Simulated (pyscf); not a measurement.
Elementary routes open to `[PH2][GeH3]` + `[SiH4]` in the gas phase (singlet surface):
A. `[SiH3][PH][GeH3]` + `[H][H]` (H–P, H–Si broken; P–Si, H–H formed)
B. `[SiH3][GeH2][PH2]` + `[H][H]` (Ge–H, H–Si broken; Ge–Si, H–H formed)

Single points on ωB97X-D3(BJ)/def2-SVP structures (PySCF, gas phase).

### Question
Rank the routes by free-energy barrier at 1200 K, lowest first, for ωB97M-D3(BJ)/def2-TZVP energies (ideal gas, 1 atm, RRHO with modes under 100 cm⁻¹ raised to 100, one conformer, R ln 2 for chiral ones without a mode under 150 cm⁻¹).

### Answer
A (4.25 eV), B (4.65 eV)

Route A is the fastest of these, ahead of the next by 0.40 eV. The most stable products are those of B (ΔG = +0.01 eV), whose barrier is 0.40 eV higher: the kinetic and the thermodynamic product differ. At 298 K A is still the fastest. Only these routes are compared; each barrier is that of the saddle found, and lower ones may exist. Elements up to Kr have no core potential and no relativistic terms here.
